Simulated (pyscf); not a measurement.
Structures and frequencies: ωB97X-D3(BJ)/def2-SVP in PySCF.

### Question
For H₃Sn–SnH₃ (SMILES [SnH3][SnH3]) + H₂O (SMILES O) → HO–SnH₃ (SMILES [OH][SnH3]) + SnH₄ (SMILES [SnH4]), a four-centre exchange (singlet surface; Sn–Sn, H–O broken, O–Sn, H–Sn formed), PBE/def2-TZVP gives ΔE‡ = 31.5 kcal/mol and ΔE = +11.9 kcal/mol (zero: the separated reactants). In which direction and how far do B3LYP-D3(BJ)/def2-TZVP, PBE0-D3(BJ)/def2-TZVP, ωB97M-D3(BJ)/def2-TZVP move these?

### Answer
B3LYP-D3(BJ): ΔE‡ = 34.9 kcal/mol, ΔE = +11.5 kcal/mol; PBE0-D3(BJ): ΔE‡ = 35.3 kcal/mol, ΔE = +13.9 kcal/mol; ωB97M-D3(BJ): ΔE‡ = 37.2 kcal/mol, ΔE = +10.7 kcal/mol. PBE's barrier lies under all of them, by 3.4 to 5.7 kcal/mol. Its reaction energy lies among theirs. On the reactant side the descent ends in a complex (not fully relaxed), 5.1 kcal/mol under the separated species and 47.0 kcal/mol under the saddle at ωB97X-D3(BJ)/def2-TZVP. At ωB97X-D3(BJ)/def2-TZVP the barrier from the zero used here is 41.9 kcal/mol. One saddle was located; it need not be the lowest between these sides. Elements past Kr carry the def2 core potentials, without spin-orbit coupling.
